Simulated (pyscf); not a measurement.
Single points on ωB97X-D3(BJ)/def2-SVP structures (PySCF, gas phase).

Question: PBE/def2-TZVP puts the barrier of CH₄ + H₃C–O–Si(OH)(OH)–O–SiH₂–OH → H₃C–O–Si(OH)(OH)–O–CH₃ + HO–SiH₃ (four-centre exchange; singlet surface; C–H, O–Si broken, C–O, H–Si formed) at 4.60 eV and the reaction energy at +2.32 eV, from the separated reactants. What do r²SCAN/def2-TZVP, M06-2X/def2-TZVP, ωB97M-D3(BJ)/def2-TZVP give on the same structures?

Answer: r²SCAN: ΔE‡ = 4.83 eV, ΔE = +2.49 eV; M06-2X: ΔE‡ = 5.22 eV, ΔE = +2.50 eV; ωB97M-D3(BJ): ΔE‡ = 5.06 eV, ΔE = +2.47 eV. PBE's barrier lies under all of them, by 0.23 to 0.62 eV. Its reaction energy lies under all of them, by 0.15 to 0.18 eV. On the product side the descent ends in a bound adduct (not fully relaxed), 0.35 eV under the separated species and 2.97 eV under the saddle at ωB97X-D3(BJ)/def2-TZVP. H₃C–O–Si(OH)(OH)–O–CH₃ lies 0.69 eV over its isomer H₃C–CH₂–O–Si(OH)(OH)–OH (electronic energy, ωB97M-D3(BJ)/def2-TZVP). One saddle was located; it need not be the lowest between these sides.
